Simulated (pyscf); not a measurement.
HB=O + hydrogen fluoride (HF) → HO–BH–F, an addition across a multiple bond or ene-type step (singlet surface; F–H broken, B–F, H–O formed). Structures and frequencies: ωB97X-D3(BJ)/def2-SVP in PySCF. Correlated levels are frozen-core, on RHF or UHF. ΔMP2 is the change of the MP2 total energy from the triple- to the quadruple-zeta basis. Energies in kcal/mol from the separated reactants.

Small-basis levels: PySCF, no dispersion term, spherical d functions. AM1 to PM7: differences of heats of formation from MOPAC, which are fitted to 298 K values and so differ in kind from electronic energies by zero-point and thermal terms. 

| level | barrier | reaction energy |
|---|---|---|
| HF/STO-3G | 13.8 | -72.6 |
| HF/6-31G* | 16.0 | -56.6 |
| MP2/6-31G* | 8.2 | -48.9 |
| SVWN5/6-31G* | -16.3 | -67.9 |
| B3LYP/LANL2DZ | 12.4 | -46.3 |
| B3LYP/6-31G* | 1.4 | -56.6 |
| B3LYP/6-311+G** | 14.1 | -43.0 |
| PM3 | 36.8 | -43.1 |
| PM7 | 27.4 | -45.2 |
| CCSD(T)/def2-TZVPP + ΔMP2(QZVPP) | 13.1 | -46.6 |

Against the last row the barrier runs from -29.4 (SVWN5/6-31G*) to +23.7 kcal/mol (PM3); HF/STO-3G happens to lie closest here (0.7 kcal/mol apart). At SVWN5/6-31G* this geometry lies under one side, so the entry may be no barrier of that level: it is a single point on another level's saddle. CCSD(T)/def2-TZVPP + ΔMP2(QZVPP) has limits of its own. On the reactant side the descent ends in a complex, 5.9 kcal/mol under the separated species and 15.2 kcal/mol under the saddle at ωB97X-D3(BJ)/def2-TZVP. At ωB97X-D3(BJ)/def2-TZVP the barrier from the zero used here is 9.4 kcal/mol. One saddle was located; it need not be the lowest between these sides. The CCSD(T) − MP2 part came from Ansatz, without density fitting, on the same reference.
